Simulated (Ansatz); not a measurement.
System: cubic perovskite BaTiO3 (cubic high-temperature phase). Method: revPBE (Ansatz, a program for electronic structure, PAW).

Total energies, extrapolated to zero smearing (they compare only within this program, potentials and cutoff; free atoms with spin allowed, lowest state found):

```json
[
 {"system": "cubic perovskite BaTiO3 (cubic high-temperature phase), relaxed", "energy (eV/atom)": "-2034.6229"},
 {"system": "free Ba atom", "energy (eV/atom)": "-5954.7267"},
 {"system": "free Ti atom", "energy (eV/atom)": "-2497.9349"},
 {"system": "free O atom", "energy (eV/atom)": "-563.5243"}
]
```

### Question
Work out the cohesive energy per atom.

### Answer
E_coh = [1 × (-5954.7267) + 1 × (-2497.9349) + 3 × (-563.5243)]/5 − (-2034.6229) = 5.98 eV/atom. The reference value is 6.32 eV/atom (measured, temperature not stated, not stated; as tabulated in Evaestov et al. (2010), arXiv:1010.1170), a difference of -0.34 eV/atom.

The PAW data were made under PBE.

Note: the relaxation could not lower the start's symmetry, so the cell can be a saddle point above a distorted one.
